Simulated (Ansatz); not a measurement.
`CC(=O)OC(C)C` and `COC(C)=O` differ in one atom or group.

Ansatz, PBE0-D4/def2-TZVP geometries, multiplicity 1. Each molecule was computed in one conformer, which needn't be the lowest.

```csv
property,`CC(=O)OC(C)C`
HOMO–LUMO gap (PBE0/def2-TZVPP) / eV,8.31
LUMO energy (PBE0/def2-TZVPP) / eV,0.47
LUMO energy (PBE/def2-TZVPP) / eV,-0.68
HOMO energy (B3LYP/def2-TZVPP) / eV,-7.59
HOMO–LUMO gap (B3LYP/def2-TZVPP) / eV,7.75
size of the dipole moment (PBE/def2-TZVPP) / D,1.91
```

Q: Give the same properties after the change, and the shifts. (Estimate.)

A: Computed: 
```
                                      property  `COC(C)=O`  shift
          HOMO–LUMO gap (PBE0/def2-TZVPP) / eV        8.37   0.06
            LUMO energy (PBE0/def2-TZVPP) / eV        0.40  -0.07
             LUMO energy (PBE/def2-TZVPP) / eV       -0.75  -0.07
           HOMO energy (B3LYP/def2-TZVPP) / eV       -7.71  -0.12
         HOMO–LUMO gap (B3LYP/def2-TZVPP) / eV        7.82   0.07
size of the dipole moment (PBE/def2-TZVPP) / D        1.84  -0.07
```

With PBE0 the HOMO falls by 0.13 eV and the LUMO falls by 0.07 eV, so the gap widens by about 0.06 eV. PBE moves the HOMO by -0.12 eV and ωB97M-V by -0.14 eV. Dipoles are sizes alone; their direction can turn.

B3LYP here is the variant with VWN-RPA as its local correlation; programs differ in this.
